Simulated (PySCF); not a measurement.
Acid–base and redox partners of CC=C. Gas-phase values, no solvent. One relaxed conformer stands for each flexible species; it need not be the lowest. Strings in code marks are SMILES.

The dipole moment from two functionals at the same geometries (PBE0-D4/def2-TZVP), both in PySCF: PBE-D3(BJ)/def2-TZVP and PBE0-D4/def2-TZVP. 

```tsv
species	PBE-D3(BJ)/def2-TZVP (D)	PBE0-D4/def2-TZVP (D)
neutral parent (`C=CC`)	0.43	0.42
H atom removed from C1 (`[H]/[C]=C\C`)	1.13	1.07
H atom removed from C2 (`C=[C]C`)	0.95	0.94
```

Over these rows, drawn at random from the members with no instability flagged (it was tested for open shells, ions and some series alone), PBE minus PBE0-D4: mean +0.03 D, from +0.01 D to +0.05 D.
